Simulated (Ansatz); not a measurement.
**Si2H4 (SMILES [SiH][SiH3]): methods side by side**

Si2H4: 6 atoms, total charge 0, spin state triplet. SMILES: `[SiH][SiH3]`. The coordinates come from a GFN2-xTB relaxation.

Quantity: the vertical energy of the singlet above the triplet, in eV. The values are calculated.

```csv
level,kind,program,value (eV),less FCI/STO-3G,CPU time (all runs)
UB3LYP/STO-3G,global hybrid,Ansatz,-0.03,-0.28,2.2 s
UPBE0/STO-3G,global hybrid,Ansatz,0.17,-0.08,2.3 s
U-wB97M-V/STO-3G,range-separated hybrid,Ansatz,-0.22,-0.47,26 s
U-wB97X/STO-3G,range-separated hybrid,Ansatz,0.08,-0.17,10 s
UCAM-B3LYP/STO-3G,range-separated hybrid,Ansatz,0.03,-0.22,2.4 s
UB2PLYP/STO-3G,double hybrid,Ansatz,0.09,-0.16,2.6 s
UMP2/STO-3G,perturbation theory,Ansatz,0.43,+0.18,0.23 s
UCCSDTQ/STO-3G,coupled cluster or CI,Ansatz,0.25,0.00,27 s
FCI/STO-3G,exact in the basis,Ansatz,0.25,0.00,5 s
```

FCI/STO-3G is exact within its basis and frozen core, so for wave-function methods in that basis the difference is their error; functionals converge differently with the basis, so for them it is only a difference. The values span -0.22 to 0.43 eV. All rows use very small basis sets, so even the best lies far from the true value. Times are those of the runs behind each value, whatever else they computed, on shared processors of several kinds: orders of magnitude only.
